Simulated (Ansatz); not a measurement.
Zinc-blende GaP, treated with r²SCAN (plane waves, PAW; Ansatz, a quantum-chemistry and plane-wave program).

The same calculation (at the measured cell, 20.240 Å³/atom) with different numerical settings:

```tsv
run	k mesh	gap on the mesh (eV)	total energy (eV/atom)	rough time
1	4×4×4	1.880	-2275.1767	under 3 core-s
2	6×6×6	1.905	-2275.2362	under 3 core-s
3	8×8×8	1.895	-2275.2422	4 core-s
4	12×12×12	1.846	-2275.2431	8 core-s
5	16×16×16	1.847	-2275.2431	20 core-s
6	20×20×20	1.856	-2275.2431	30 core-s
```

In the column total energy (eV/atom) the first row differs from the last by +0.0664 and the next to last by 0.0000.

The last row is no converged limit: other settings stay fixed.

Spin–orbit coupling is not included.
